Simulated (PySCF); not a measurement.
Working out the ionisation energy of B

B [He] 2s2 2p1 (2P) → B⁺ [He] 2s2 (1S). All numbers are calculated (PySCF 2.14, scalar relativity by spin-free X2C-1e, in x2c-TZVPall). Frozen: 1s2. Energies in hartree (1 hartree = 27.21139 eV):

```json
{"part": "UHF", "B (lower)": "-24.539064", "B⁺ (upper)": "-24.243658"}
{"part": "CCSD correlation", "B (lower)": "-0.064259", "B⁺ (upper)": "-0.059444"}
{"part": "(T)", "B (lower)": "-0.001313", "B⁺ (upper)": "0.000000"}
```

Question: What does Hartree-Fock give?

Answer: (-24.243658) − (-24.539064) = 0.295406 hartree = 8.038 eV.

Question: What do CCSD and CCSD(T) give?

Answer: The CCSD correlation energies differ by 0.004815 hartree = 0.131 eV and the triples by 0.001313 hartree = 0.036 eV, so CCSD gives 8.169 eV and CCSD(T) 8.205 eV.

Measured between the centres of the two terms (NIST): 8.297 eV, so CCSD(T) (valence) is off by -0.092 eV.

The coupled-cluster amplitudes are large, so a single reference is strained.

What remains against the reference includes basis incompleteness, the frozen core and higher excitations.
